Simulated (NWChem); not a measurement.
Everything below was run with NWChem. System: H4Si, charge 0, spin multiplicity 1, at a geometry optimised with PBE0/def2-SVP. The structure started from a generated list of species. Level: TDA-CAM-B3LYP/aug-cc-pVDZ.

The NWChem input:

```
start mol
memory heap 200 mb stack 900 mb global 1100 mb
geometry units angstroms nocenter noautoz
  Si     0.000000     0.000000    -0.000000
  H      1.218746     0.000000     0.861824
  H     -1.218746     0.000000     0.861824
  H      0.000000    -1.218745    -0.861823
  H      0.000000     1.218745    -0.861823
  symmetry group C2v
end
basis spherical
  * library aug-cc-pvdz
end
dft
  xc xcamb88 1.00 lyp 0.81 vwn_5 0.19 hfexch 1.00
  cam 0.33 cam_alpha 0.19 cam_beta 0.46
  direct
  iterations 100
end
tddft
  cis
  nroots 8
  notriplet
  thresh 1e-4
end
task tddft energy
```

Output (cleaned and shortened):

```
             Northwest Computational Chemistry Package (NWChem) 7.3.0
             --------------------------------------------------------

                                NWChem Input Module
                                -------------------

 Scaling coordinates for geometry "geometry" by  1.889725989
 (inverse scale =  0.529177249)

 Turning off AUTOSYM since
 SYMMETRY directive was detected!

                             Geometry "geometry" -> ""
                             -------------------------

 Output coordinates in angstroms (scale by  1.889725989 to convert to a.u.)

  No.       Tag          Charge          X              Y              Z
 ---- ---------------- ---------- -------------- -------------- --------------
    1 Si                  14.0000     0.00000000     0.00000000     0.00000000
    2 H                    1.0000     1.21874600     0.00000000     0.86182400
    3 H                    1.0000    -1.21874600     0.00000000     0.86182400
    4 H                    1.0000     0.00000000    -1.21874500    -0.86182300
    5 H                    1.0000     0.00000000     1.21874500    -0.86182300

 Effective nuclear repulsion energy (a.u.)      21.1554661136

            Nuclear Dipole moment (a.u.)
            ----------------------------
        X                 Y               Z
 ---------------- ---------------- ----------------
     0.0000000000     0.0000000000     0.0000037795

      Symmetry information
      --------------------

 Group name             C2v
 Group number             16
 Group order               4
 No. of unique centers     3

      Symmetry unique atoms

     1    2    4


 Summary of "ao basis" -> "" (spherical)
 ------------------------------------------------------------------------------
       Tag                 Description            Shells   Functions and Types
 ---------------- ------------------------------  ------  ---------------------
 *                        aug-cc-pvdz                 on all atoms

                                 NWChem DFT Module
                                 -----------------
[...]
          sigma_e =   2.9307 Angstrom
          sigma_h =   1.5774 Angstrom
         |d_h->e| =   0.0000 Angstrom
            d_exc =   3.1570 Angstrom
            d_CD1 =   1.3533 Angstrom
            d_CD2 =  -2.2541 Angstrom
            d_CD3 =   3.1570 Angstrom
     Pearson C.C. =   0.1201

     Occ.    8  b2  ---  Virt.   11  b1       0.62251
     Occ.    8  b2  ---  Virt.   14  b1      -0.24221
     Occ.    8  b2  ---  Virt.   18  b1       0.22886
     Occ.    9  b1  ---  Virt.   12  b2       0.62250
     Occ.    9  b1  ---  Virt.   15  b2       0.24220
     Occ.    9  b1  ---  Virt.   19  b2      -0.22886
  ----------------------------------------------------------------------------
  Root   7 singlet a1             0.340238874 a.u.                9.2584 eV
  ----------------------------------------------------------------------------
     Transition Moments    X  0.00000   Y -0.00000   Z -0.00001
     Transition Moments   XX  1.41848  XY -0.00000  XZ  0.00000
     Transition Moments   YY  1.41852  YZ  0.00000  ZZ -2.83707
     Dipole Oscillator Strength                    0.0000000000
     Electric Quadrupole                           0.0000012661
     Magnetic Dipole                               0.0000000000
     Total Oscillator Strength                     0.0000012662

          sigma_e =   2.9309 Angstrom
          sigma_h =   1.5774 Angstrom
         |d_h->e| =   0.0000 Angstrom
            d_exc =   3.1572 Angstrom
            d_CD1 =   1.3535 Angstrom
            d_CD2 =  -2.2541 Angstrom
            d_CD3 =   3.1572 Angstrom
     Pearson C.C. =   0.1201

     Occ.    7  a1  ---  Virt.   13  a1       0.71865
     Occ.    7  a1  ---  Virt.   16  a1      -0.27963
     Occ.    7  a1  ---  Virt.   20  a1      -0.26423
     Occ.    8  b2  ---  Virt.   12  b2      -0.35955
     Occ.    8  b2  ---  Virt.   15  b2      -0.13988
     Occ.    8  b2  ---  Virt.   19  b2       0.13216
     Occ.    9  b1  ---  Virt.   11  b1      -0.35955
     Occ.    9  b1  ---  Virt.   14  b1       0.13989
     Occ.    9  b1  ---  Virt.   18  b1      -0.13216
  ----------------------------------------------------------------------------
  Root   8 singlet a1             0.358953705 a.u.                9.7676 eV
  ----------------------------------------------------------------------------
     Transition Moments    X  0.00000   Y -0.00000   Z  0.00001
     Transition Moments   XX -0.12618  XY -0.00000  XZ  0.00000
     Transition Moments   YY -0.12620  YZ -0.00000  ZZ -0.12725
     Dipole Oscillator Strength                    0.0000000000
     Electric Quadrupole                           0.0000000000
     Magnetic Dipole                               0.0000000000
     Total Oscillator Strength                     0.0000000000

          sigma_e =   3.1682 Angstrom
          sigma_h =   1.5766 Angstrom
         |d_h->e| =   0.0000 Angstrom
            d_exc =   3.8082 Angstrom
            d_CD1 =   1.5916 Angstrom
            d_CD2 =  -2.3724 Angstrom
            d_CD3 =   3.8082 Angstrom
     Pearson C.C. =  -0.1981

     Occ.    7  a1  ---  Virt.   13  a1       0.52027
     Occ.    7  a1  ---  Virt.   16  a1      -0.20771
     Occ.    7  a1  ---  Virt.   20  a1      -0.13393
     Occ.    8  b2  ---  Virt.   12  b2       0.51995
     Occ.    8  b2  ---  Virt.   15  b2       0.20761
     Occ.    8  b2  ---  Virt.   19  b2      -0.13382
     Occ.    9  b1  ---  Virt.   11  b1       0.51996
     Occ.    9  b1  ---  Virt.   14  b1      -0.20762
     Occ.    9  b1  ---  Virt.   18  b1       0.13382

              Target root =      1
          Target symmetry = none
      Ground state energy =   -291.872865059410
        Excitation energy =      0.326090452489
     Excited state energy =   -291.546774606921

  stored tddft:energy   -291.54677460692147

 Task  times  cpu:       99.9s     wall:       99.9s

 Total times  cpu:      100.0s     wall:      100.0s
```
